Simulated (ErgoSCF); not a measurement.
# CHO+ (SMILES C#[O+]) at 5 levels

We compute a comparison of 5 runs (HF/3-21G, HF/def2-SVP, PBE0/STO-3G, KT3/Ahlrichs VDZ, PBE/cc-pVTZ) of CHO+. 

The calculation is run with ErgoSCF 3.8.

5 further runs of the same task are left out: 5 set aside as unsound or not needed.

## Step 1: The system as given

CHO+ has 3 atoms, charge +1, and is taken as a singlet. As SMILES, `C#[O+]`. The shape is that of a GFN2-xTB optimisation.

Bond lengths: C1–O2 1.091 Å, C1–H3 1.098 Å. Angles: O2–C1–H3 179.9°.

## Step 2: The energy at HF/3-21G (run 1)

File run.inp:

```
set_nthreads("env")
scf.use_diagonalization = 1
charge = 1
tmpdir = "."
basis = "3-21G"
scf.output_mulliken_pop = 1
scf.max_number_of_iterations = 120
molecule_inline Angstrom
C        0.000660       0.002380       0.000800
O        0.164200       1.060720       0.207090
H       -0.164860      -1.063100      -0.207890
EOF
run "HF"
```

The basis set 3-21G is read from a file made from the Basis Set Exchange's data (not shown).

Launch:

```console
ergo run.inp
```

The log of the run:

```text
[...]
INSC SCF_general constructor, number of basis functions: 20
[...]
INSC Energy   1 =        -66.27653077589
[...]
INDE E_LUMO =         -0.19086148671
[...]
INSC Energy  11 =       -112.32057076446  ( diff     -0.000000000008043 )
[...]
RESC CONVERGED after  11 iterations.
RESC FINAL ENERGY:       -112.32057076446
[...]
INSC SCF: dipole_moment_x [atomic units] =      -0.11214202
INSC SCF: dipole_moment_y [atomic units] =      -0.72595265
INSC SCF: dipole_moment_z [atomic units] =      -0.14146038
[...]
```

It took 0.46 s on 1 thread of Intel Xeon 6975P-C (Granite Rapids), shared host; peak memory 0.26 GiB.

## Step 3: A single-point energy at HF/def2-SVP (run 2)

File job.ego:

```
# HF on CHO
set_nthreads("env")
molecule_inline
C  0.00124722 0.00449755 0.00151178
O  0.31029303 2.00447029 0.39134338
H  -0.31154025 -2.00896784 -0.39285516
EOF
scf.output_mulliken_pop = 1
scf.use_diagonalization = 1
scf.max_number_of_iterations = 120
basis = "def2-SVP"
tmpdir = "."
charge = 1
run "HF"
```

The basis set def2-SVP is read from a file made from the Basis Set Exchange's data (not shown).

Launch:

```console
ergo job.ego
```

The log of the run:

```text
[...]
INSC SCF_general constructor, number of basis functions: 33
[...]
INSC Energy   1 =        -42.89914903807
[...]
INDE E_LUMO =         -0.18932578600
[...]
INSC Energy  16 =       -112.87669638775  ( diff     -0.000000000001222 )
[...]
RESC CONVERGED after  16 iterations.
RESC FINAL ENERGY:       -112.87669638775
[...]
INSC SCF: dipole_moment_x [atomic units] =      -0.10369389
INSC SCF: dipole_moment_y [atomic units] =      -0.67191004
INSC SCF: dipole_moment_z [atomic units] =      -0.13081469
[...]
```

Run time: 1.5 s. Hardware: 1 thread of Intel Xeon 6975P-C (Granite Rapids), shared host; peak memory 0.26 GiB.

Run 3 isn't shown in full; the table further down has it.

## Step 4: The energy at KT3/Ahlrichs VDZ (run 4)

File run.inp:

```
# KT3 on CHO
set_nthreads(1)
molecule_inline Angstrom
C        0.000660       0.002380       0.000800
O        0.164200       1.060720       0.207090
H       -0.164860      -1.063100      -0.207890
EOF
scf.use_diagonalization = 1
tmpdir = "."
basis = "Ahlrichs-VDZ"
XC.angint = 17
scf.output_mulliken_pop = 1
scf.max_number_of_iterations = 82
charge = 1
run "KT3"
```

Launch:

```console
ergo < run.inp
```

The log of the run:

```text
[...]
INDF Weighted mixed functional:
[...]
INSC Energy   1 =        -71.01489504099
[...]
INDE E_LUMO =         -0.42416897193
[...]
INSC Energy  31 =       -115.00479403564  ( diff     -0.000000000000057 )
[...]
RESC CONVERGED after  31 iterations.
RESC FINAL ENERGY:       -115.00479403564
[...]
INSC SCF: dipole_moment_x [atomic units] =      -0.07015009
INSC SCF: dipole_moment_y [atomic units] =      -0.46091771
INSC SCF: dipole_moment_z [atomic units] =      -0.08854498
[...]
```

Run time: 0.86 s. Hardware: 1 thread of Intel Xeon 6975P-C (Granite Rapids), shared host; peak memory 0.26 GiB.

## Step 5: A single-point energy at PBE/cc-pVTZ (run 5)

File input.xyz:

```xyz
3
CHO
C      0.000660     0.002380     0.000800
O      0.164200     1.060720     0.207090
H     -0.164860    -1.063100    -0.207890
```

File job.ego:

```
set_nthreads(1)
molecule "input.xyz"
charge = 1
basis = "cc-pVTZ"
scf.output_mulliken_pop = 1
scf.max_number_of_iterations = 120
tmpdir = "."
XC.angint = 41
scf.use_diagonalization = 1
XC.sparse_mode = 0
XC.radint = 1e-11
run "PBE"
```

The basis set cc-pVTZ is read from a file made from the Basis Set Exchange's data (not shown).

Launch:

```console
ergo < job.ego
```

The log of the run:

```text
[...]
INDF Weighted mixed functional:
[...]
INSC Energy   1 =        -22.85417921292
[...]
INDE E_LUMO =         -0.41555588602
[...]
INSC Energy  32 =       -113.46522388914  ( diff      0.000000000000171 )
[...]
RESC CONVERGED after  32 iterations.
RESC FINAL ENERGY:       -113.46522388914
[...]
INSC SCF: dipole_moment_x [atomic units] =      -0.06362734
INSC SCF: dipole_moment_y [atomic units] =      -0.41246879
INSC SCF: dipole_moment_z [atomic units] =      -0.08027197
[...]
```

Wall time 30 s (1 thread of Intel Xeon 6975P-C (Granite Rapids), shared host); peak memory 0.26 GiB.

## Step 6: Overview of the runs

| run | level | integration grid | radint | energy (Eh) | wall time |
| --- | --- | --- | --- | --- | --- |
| 1 | HF/3-21G | – | – | -112.320571 | 0.46 s |
| 2 | HF/def2-SVP | – | – | -112.876696 | 1.5 s |
| 3 | PBE0/STO-3G | Turbo | 1e-11 | -111.927083 | 1.3 s |
| 4 | KT3/Ahlrichs VDZ | Turbo | – | -115.004794 | 0.86 s |
| 5 | PBE/cc-pVTZ | Turbo | 1e-11 | -113.465224 | 30 s |

## Step 7: Results

| quantity | value |
| --- | --- |
| run 5: total energy | -113.46522 Eh |

In words: Totals of different functionals can't be ranked against each other. In run 3 the basis is minimal, so the values are rough. All runs together took 34 s, the longest 30 s.
